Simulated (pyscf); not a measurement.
Single points on ωB97X-D3(BJ)/def2-SVP structures (PySCF, gas phase).

**Question.** Estimate by transition-state theory the rate constant of H₃C–Zn–SH + H₂ → CH₄ + HS–ZnH (singlet surface; C–Zn, H–H broken, C–H, H–Zn formed) at 900 K, with ωB97M-D3(BJ)/def2-TZVP energies (ideal gas, 1 atm, RRHO with modes under 100 cm⁻¹ raised to 100, one conformer, R ln 2 for chiral ones without a mode under 150 cm⁻¹; no tunnelling).

**Answer.** The electronic barrier is 43.1 kcal/mol and the thermal terms add +26.8, so ΔG‡ = 69.8 kcal/mol. With k_BT/h = 1.88e+13 s⁻¹ and RT = 1.788 kcal/mol, and a volume of 1.23e-19 cm³ per molecule at 1 atm, k = 2.5e-23 cm³ molecule⁻¹ s⁻¹. Wigner's tunnelling factor for 1639i cm⁻¹ would be 1.29. A shift of 1 kcal/mol in the barrier changes k by a factor 1.7. At the saddle there is also a short H–Zn contact that neither side keeps. The same reactants have a lower exit, to H₃C–ZnH + H₂S (barrier +35.6 kcal/mol at ωB97M-D3(BJ)/def2-TZVP, against +43.1 kcal/mol here). This is the saddle that the search found; another between the same sides may lie lower. Elements up to Kr have no core potential and no relativistic terms here.
